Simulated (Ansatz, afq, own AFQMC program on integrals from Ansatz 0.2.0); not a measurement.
Integrals from Ansatz 0.2.0, then the random walk in our own AFQMC program (afq).

```yaml
crystal:
  periodic: [false, false, false]
  atoms:
    - {symbol: Al, position_ang: [-0.956203, 0.000000, 0.000000]}
    - {symbol: H, position_ang: [-1.749127, 1.373384, 0.000000]}
    - {symbol: H, position_ang: [-1.749127, -1.373384, 0.000000]}
    - {symbol: H, position_ang: [0.629645, 0.000000, 0.000000]}
    - {symbol: B, position_ang: [2.156797, 0.000000, 0.000000]}
    - {symbol: H, position_ang: [2.665870, 0.000000, 1.077008]}
    - {symbol: H, position_ang: [2.665870, 0.000000, -1.077008]}
basis:
  gaussian: {orbitals: cc-pVDZ}
magnetization: {spin_polarized: true, initial_magnetization: 1}
correlation: {method: ccsd_t, electrons: outside_noble_gas, hamiltonian_folder: ham}
```

```sh
$ ansatz run in.yaml --threads 1 --pin off --events-out ev --progress --plain --max-ram 16896MiB --backend cuda --devices 0, --max-vram 18GiB
```

Options of the walk:

```
--method phaseless --trial cisd --walkers 4000 --populations 20 --least-time 60 --time-step 0.005 --steps-per-block 50 --equilibration-blocks 28 --max-blocks 4000 --target-error 0.0002 --factor-cut 1e-05 --start spin_pure --seed 4270 --release-times 0.24,0.51,0.99,1.62,2.4 --release-step 0.03 --release-every 3 --taylor-order 6
```

Times are imaginary, in 1/Eh. The walk had a cap of 167 s. With eight or more populations the least sampling time is a fifth of least-time, and the error comes from their spread.

Log:

```
orbitals 51  electrons 6 5  factors 393 of 526
reference energy -269.36931764 Eh
CCSD correlation -0.20311038 Eh in 11 cycles, weight of the determinant in the CISD state 0.8873
energy of the start -269.572008 Eh
 block  time / (1/Eh)  mean weight  energy / Eh
     1     0.250  0.9996  -269.569063
     2     0.500  0.9997  -269.569877
     3     0.750  1.0005  -269.571235
     4     1.000  0.9998  -269.572376
     5     1.250  0.9996  -269.573446
     8     2.000  0.9998  -269.575322
    11     2.750  0.9998  -269.576280
    14     3.500  1.0001  -269.576709
    17     4.250  0.9999  -269.576855
    20     5.000  0.9999  -269.576631
    23     5.750  0.9999  -269.576633
    26     6.500  1.0002  -269.577274
    29     7.250  0.9998  -269.577043
    32     8.000  1.0000  -269.576892
    35     8.750  1.0000  -269.577001
    38     9.500  0.9999  -269.577447
    41    10.250  0.9998  -269.577369
    44    11.000  1.0000  -269.576797
    47    11.750  0.9999  -269.577033
    49    12.250  0.9999  -269.577765
    50    12.500  1.0002  -269.577003
    53    13.250  1.0000  -269.577144
    55    13.750  0.9999  -269.576577
    56    14.000  0.9999  -269.576729
    59    14.750  0.9998  -269.577477
    62    15.500  0.9999  -269.577158
    65    16.250  1.0001  -269.576753
    68    17.000  0.9998  -269.577038
    71    17.750  1.0000  -269.577260
    74    18.500  1.0001  -269.576875
    77    19.250  0.9998  -269.577239
    78    19.500  1.0003  -269.577029
error from the spread of 20 populations
released: time / (1/Eh)  energy / Eh  error  mean overlap
  0.24  -269.577276  0.000070  0.9986
  0.51  -269.577315  0.000059  0.9980
  0.99  -269.577382  0.000078  0.9973
  1.62  -269.577297  0.000067  1.0003
  2.40  -269.577152  0.000095  1.0071
energy -269.577120 +/- 0.000072 Eh
(rows thinned)
```

The run passed its tests (sampling time, drift between the halves within three errors, error under three times the target), which doesn't prove that it has relaxed.

Against this walk (error 2.0 meV) on the same determinant: CCSD(T) 24.6 meV higher, CCSDT(Q) 5.0 meV lower. The error is statistical and leaves out the bias of the constraint. Released to 2.40 1/Eh the energy moves by -1 ± 3 meV (both errors), within twice the noise.

Cautions: constraint bias not in the error.

The walk took 86 s on 1 × NVIDIA H100 80GB HBM3 with 2 threads of AMD EPYC 7R13 Processor (Zen 3) (shared host) (the card was shared). The log's last line is the phaseless energy.

CCSDT and higher add their correlation energy to the determinant of the CCSD(T) run, since their own runs factorise the integrals more tightly (a shift of under 2 meV). A walk keeps the symmetry of its determinant, which the program's search chose and which needn't be the lowest solution, so a lower state of the same spin and another symmetry isn't excluded.
